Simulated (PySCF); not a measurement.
Compound: silanimine, H3NSi.
Atom-mapped SMILES: `[NH:1]=[SiH2:2]` (hydrogens: H3 on N1; H4, H5 on Si2)

Structure used (PBE0-D3(BJ)/def2-SVP), in Å, numbered top down from 1:
```
atom  x, y, z in Å
N1     0.311   -0.344    1.102
Si2   -0.174   -0.060   -0.400
H3     0.767    0.387    1.645
H4    -0.828   -1.164   -1.142
H5    -0.064    1.189   -1.219
```

Computed with PySCF at wB97X-D/def2-SVPD, non-relativistic, on one gas-phase PBE0-D3(BJ)/def2-SVP geometry that isn't relaxed in the solvent. The solvent is an IEF-PCM continuum (cavity from Bondi-type radii × 1.2), and excitations are vertical TDDFT with non-equilibrium linear response and a frozen core. Specific hydrogen bonds and non-electrostatic terms are outside this model.

Gas-phase singlets (H = HOMO, L = LUMO):

```tsv
state	E (eV)	λ (nm)	f	leading configuration
S1	4.271	290	0.000	H→L 99%
S2	5.500	225	0.086	H-1→L 85%
S3	6.782	183	0.128	H→L+1 82%
S4	6.786	183	0.121	H-1→L+1 91%
S5	7.128	174	0.001	H-2→L 99%
```

Question: What are the lowest 5 singlets in methanol (ε = 32.61)?

Answer: 
| state | E (eV) | λ (nm) | f | leading configuration | change by rank (eV) |
| --- | --- | --- | --- | --- | --- |
| S1 | 4.655 | 266 | 0.000 | H→L 99% | +0.384 |
| S2 | 5.721 | 217 | 0.123 | H-1→L 90% | +0.221 |
| S3 | 6.952 | 178 | 0.150 | H-1→L+1 94% | +0.170 |
| S4 | 6.961 | 178 | 0.158 | H→L+1 90% | +0.175 |
| S5 | 7.111 | 174 | 0.002 | H-2→L 99% | -0.017 |

Question: What are the lowest 5 singlets in dimethylsulfoxide (ε = 46.83)?

Answer: 
| state | E (eV) | λ (nm) | f | leading configuration | change by rank (eV) |
| --- | --- | --- | --- | --- | --- |
| S1 | 4.659 | 266 | 0.000 | H→L 99% | +0.388 |
| S2 | 5.700 | 218 | 0.133 | H-1→L 91% | +0.200 |
| S3 | 6.933 | 179 | 0.159 | H-1→L+1 95% | +0.151 |
| S4 | 6.945 | 179 | 0.168 | H→L+1 91% | +0.159 |
| S5 | 7.103 | 175 | 0.002 | H-2→L 99% | -0.025 |

Question: The ground-state energy changes by -0.257 eV from gas to dimethylsulfoxide. By how much does the total energy of gas-phase S1 change?

Answer: E(S1) = E(S0) + excitation energy, so it changes by -0.257 + 0.388 = +0.131 eV: it isn't lowered at all, while the ground state is. This is the vertical state, with the slow part of the continuum still set for S0.

Question: How do the frontier levels move from gas to dimethylsulfoxide?

Answer: 
```tsv
orbital	gas (eV)	solvent (eV)	change (eV)	Löwdin shares, gas	Löwdin shares, solvent
LUMO+2	2.28	2.54	+0.26	Si2 53 %, H5 22 %, H4 19 %, N1 5 %	Si2 50 %, H5 22 %, H4 20 %, N1 6 %
LUMO+1	1.91	2.01	+0.10	Si2 58 %, N1 17 %, H5 11 %, H3 8 %	Si2 60 %, N1 18 %, H5 9 %, H3 8 %
LUMO	0.05	0.23	+0.18	Si2 54 %, N1 24 %, H5 11 %, H4 10 %	Si2 55 %, N1 23 %, H5 11 %, H4 10 %
HOMO	-9.54	-9.76	-0.22	N1 68 %, Si2 17 %, H3 7 %, H5 6 %	N1 66 %, Si2 18 %, H5 7 %, H3 7 %
HOMO-1	-9.70	-9.85	-0.15	N1 60 %, Si2 29 %, H3 7 %	N1 62 %, Si2 28 %, H3 7 %
HOMO-2	-12.43	-12.28	+0.15	Si2 40 %, H4 32 %, N1 13 %, H5 13 %	Si2 40 %, H4 31 %, N1 14 %, H5 12 %
HOMO-3	-13.92	-13.87	+0.05	N1 39 %, Si2 28 %, H5 19 %, H3 13 %	N1 38 %, Si2 29 %, H5 19 %, H3 12 %
```

The HOMO–LUMO gap goes from 9.60 to 9.99 eV.

On Arm Neoverse V2, one thread, no GPU, shared host with 48 logical CPUs at a one-minute load of 49, this took 1.6 s and 0.33 GiB of memory at its peak. This is the whole response run at wB97X-D/def2-SVPD in dimethylsulfoxide, SCF included.

Note: wB97X-D ran without an empirical dispersion term, which enters the total energy and its gradient alone.
